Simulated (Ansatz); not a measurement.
Compare A (`C=C=CC`) with its isomer B (`CC1C=C1`).

Isolated molecules relaxed with PBE0-D4/def2-TZVP in Ansatz; ΔE leaves out vibrations. CBS: MP2 limit from def2 TZ/QZ plus the TZ coupled-cluster correction, frozen cores. Functionals use def2-TZVPP. B3LYP here is the variant with VWN-RPA as its local correlation; programs differ in this.

Q: Which isomer does CCSD(T)/CBS put lower? Give the gap. (Estimate.)

A: Ansatz gave: A, by 21.6 kcal/mol.

Q: Give E(B) − E(A) in kcal/mol with PBE-D4, LDA (SPW92), B3LYP-D4, CCSD(T)/def2-TZVPP, B3LYP, MP2/def2-TZVPP, ωB97M-V. (Best estimate.)

A: The calculation gave: PBE-D4 22.3, LDA (SPW92) 20.0, B3LYP-D4 25.6, CCSD(T)/def2-TZVPP 22.0, B3LYP 26.0, MP2/def2-TZVPP 19.0, ωB97M-V 21.6. None reverses the order clearly.

Q: Does the order hold for the free energy at 298.15 K (harmonic terms from PBE0-D4)? (Estimate.)

A: The calculation gave: Yes: G(B) − G(A) = +22.1 kcal/mol.

Largest T1 diagnostic: 0.011.

From PBE to PBE0 (25 % exact exchange), in def2-TZVPP and without D4, E(B) − E(A) moves by −1.7 kcal/mol. At CCSD(T), def2-SVP lies −1.8 kcal/mol from the extrapolated value and def2-TZVPP +0.4 kcal/mol.
